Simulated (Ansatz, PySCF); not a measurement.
This PySCF input computes a CCSD(T)/cc-pVDZ energy:

```python
from pyscf import gto, scf, mp, cc as ccmod

mol = gto.M(
    atom='''
    O    -1.03161242   -0.43547658   -0.01906221
    C     0.00415137    0.42058817    0.00392352
    O     1.15861150    0.10574915    0.01788813
    H    -0.66969788   -1.33749408   -0.02206250
    H    -0.37120299    1.45178455    0.00791402
    ''',
    basis='cc-pvdz',
    charge=0,
    spin=0,
    verbose=4,
)

mf = scf.RHF(mol)
mf.conv_tol = 1e-10
mf.max_cycle = 100
mf.kernel()
mp2 = mp.MP2(mf, frozen=3).run()
cc = ccmod.CCSD(mf, frozen=3)
cc.max_cycle = 100
cc.kernel()
et = cc.ccsd_t()
print(f'E(CCSD(T)) = {cc.e_tot + et:.9f}')
```

Question: Write an input for the same energy in Ansatz (a quantum-chemistry and plane-wave program) and say what it gives.

Answer: 
Ansatz 0.2 input:
```yaml
crystal:
  periodic: [false, false, false]
  atoms:
    - {symbol: O, position_ang: [-1.03161242, -0.43547658, -0.01906221]}
    - {symbol: C, position_ang: [0.00415137, 0.42058817, 0.00392352]}
    - {symbol: O, position_ang: [1.15861150, 0.10574915, 0.01788813]}
    - {symbol: H, position_ang: [-0.66969788, -1.33749408, -0.02206250]}
    - {symbol: H, position_ang: [-0.37120299, 1.45178455, 0.00791402]}
basis:
  gaussian:
    orbitals: cc-pVDZ
magnetization: {spin_polarized: false}
correlation: {method: ccsd_t, electrons: outside_noble_gas}
```
It gives -189.30834 Eh, and PySCF -189.30834 Eh, a difference of 0.00 mEh.
